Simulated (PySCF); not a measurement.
Q: What does the PBE0-D3(BJ)/def2-SVP structure of `C=CP=C(C)C` look like in three dimensions?

A: 
```xyz
15
C5H9P angstrom
C      3.2570    0.0805    0.1091
C      1.9412    0.3376    0.0940
P      0.7692   -0.9343   -0.4403
C     -0.7647   -0.2426   -0.3063
C     -1.9264   -1.1103   -0.6957
C     -1.1493    1.1289    0.1453
H      3.6524   -0.8953   -0.1951
H      3.9873    0.8327    0.4239
H      1.5960    1.3289    0.4110
H     -2.5133   -0.6366   -1.5028
H     -1.6094   -2.1062   -1.0386
H     -2.6152   -1.2426    0.1578
H     -1.8341    1.0662    1.0096
H     -1.7090    1.6457   -0.6546
H     -0.3017    1.7639    0.4290
```

Orientation and origin are arbitrary. Atoms count from 1 in this order. The 3 C–C bonds span 1.341 Å (C1=C2, drawn double) to 1.501 Å (C4–C5, drawn single), a spread of 0.160 Å. The 6 heavy atoms lie in one plane (0.003 Å rms). The 2 C–P bonds span 1.688 Å (P3=C4, drawn double) to 1.810 Å (C2–P3, drawn single), a spread of 0.122 Å. Of the pairs four or more bonds apart, H9···H15 is among the closest relative to their van der Waals radii: 1.95 Å, 81 % of the sum of Bondi's values.

Bonds between heavy atoms (Å): C1=C2 1.341, C2–P3 1.810, P3=C4 1.688, C4–C5 1.501, C4–C6 1.494.

Method: PBE0-D3(BJ)/def2-SVP geometry optimisation, gas phase (PySCF 2.14.0).

Point group: Cs (tolerance 0.08 Å). No PBE0-D3(BJ)/def2-SVP frequencies stand behind this structure, so it isn't proved a minimum. The numbers are those of one conformer (C1–C2–P3–C4 179°).

On an Arm Neoverse V1 with one thread, no GPU, on a shared host, this took 31 s and 0.56 GiB of memory at its peak. These figures are those of the optimisation.
